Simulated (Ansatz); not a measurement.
# C₄H₄F₂: one species, many methods

The task here is to estimate one member of a computed series from the others.

Computed with Ansatz 0.2.0, Gaussian basis. Level: functionals in def2-TZVPP, the program's frozen cores in correlated methods.

Plan: LDA (SPW92), PBE-D4, revPBE-D4, BLYP-D4, r2SCAN-D4, B97M-V, PBE0-D4, B3LYP-D4, r2SCANh-D4, r2SCAN0-D4, HSE06-D4, BHLYP-D4, CAM-B3LYP-D4, LC-ωPBE, ωB97X-V, ωB97M-V, B2PLYP, PBE-QIDH; CCSD(T)/def2-SVP; CCSD(T)/def2-TZVPP; MP2/def2-QZVPP; extrapolation to the limit; RPA on PBE.

## The geometry

The geometry comes from an earlier relaxation with PBE0-D4 in a triple-zeta def2 set; it is a stationary point, not always the lowest conformer.

SMILES `C=C/C(F)=C\F`, 10 atoms, charge 0, spin multiplicity 1.

Atoms are counted from 1 here; the program's logs count them from 0.

Bond lengths: C1–C2 1.331 Å, C1–H7 1.083 Å, C1–H8 1.082 Å, C2–C3 1.441 Å, C2–H9 1.084 Å, C3–F4 1.342 Å, C3–C5 1.331 Å, C5–F6 1.334 Å, C5–H10 1.082 Å. Angles: C2–C1–H7 121.5°, C2–C1–H8 120.9°, H7–C1–H8 117.7°, C1–C2–C3 123.8°, C1–C2–H9 121.1°, C3–C2–H9 115.1°, C2–C3–F4 116.5°, C2–C3–C5 126.7°, F4–C3–C5 116.8°, C3–C5–F6 120.9°, C3–C5–H10 124.5°, F6–C5–H10 114.7°.

Set-up of the first run:

in.yaml reads:

```yaml
crystal:
  periodic: [false, false, false]
  atoms:
    - {symbol: C, position_ang: [-0.480929, -1.678588, 0.612452]}
    - {symbol: C, position_ang: [-0.125554, -0.395895, 0.621199]}
    - {symbol: C, position_ang: [0.135993, 0.370894, -0.570713]}
    - {symbol: F, position_ang: [0.004837, -0.274561, -1.739680]}
    - {symbol: C, position_ang: [0.493759, 1.651768, -0.630216]}
    - {symbol: F, position_ang: [0.647865, 2.371562, 0.482357]}
    - {symbol: H, position_ang: [-0.595119, -2.227325, -0.314318]}
    - {symbol: H, position_ang: [-0.666122, -2.209548, 1.537187]}
    - {symbol: H, position_ang: [-0.012947, 0.147785, 1.552498]}
    - {symbol: H, position_ang: [0.681417, 2.192708, -1.547965]}
basis:
  gaussian: {orbitals: def2-TZVPP}
hamiltonian: {xc: lda}
output: {orbitals: {seedname: orbitals}}
```

Run with:

```
> ansatz run in.yaml --threads 4 --pin off --events-out ev --progress --plain --max-ram 10444MiB
```

Steps of the session up to this table: LDA; PBE-D4 (GGA); revPBE-D4 (GGA); BLYP-D4 (GGA); r2SCAN-D4 (meta-GGA); B97M-V (meta-GGA); B3LYP-D4 (hybrid); r2SCANh-D4 (hybrid); r2SCAN0-D4 (hybrid); HSE06-D4 (hybrid); BHLYP-D4 (hybrid); CAM-B3LYP-D4 (range-separated); LC-ωPBE (range-separated); ωB97X-V (range-separated); ωB97M-V (range-separated); B2PLYP (double hybrid); PBE-QIDH (double hybrid).

One table of the session follows, with a row left open; its other results are not shown here.

It belongs to the step «Orbital energies across the functionals». 

```
  functional  HOMO (eV)  gap (eV)
 LDA (SPW92)      -5.98      3.69
      PBE-D4          ?         ?
   revPBE-D4      -5.68      3.73
     BLYP-D4      -5.63      3.71
   r2SCAN-D4      -5.95      4.05
      B97M-V      -5.97      4.15
     PBE0-D4      -6.88      5.72
    B3LYP-D4      -6.68      5.31
  r2SCANh-D4      -6.37      4.80
  r2SCAN0-D4      -7.00      5.93
    HSE06-D4      -6.48      4.95
    BHLYP-D4      -7.85      7.73
CAM-B3LYP-D4      -8.16      8.08
     LC-ωPBE      -9.45     10.49
     ωB97X-V      -9.07     10.08
     ωB97M-V      -8.98      9.90
```

Estimate the missing values for PBE-D4.

As computed: HOMO (eV): -5.76; gap (eV): 3.72. In the column «HOMO (eV)» it lies between r2SCAN-D4 (-5.95) and revPBE-D4 (-5.68).
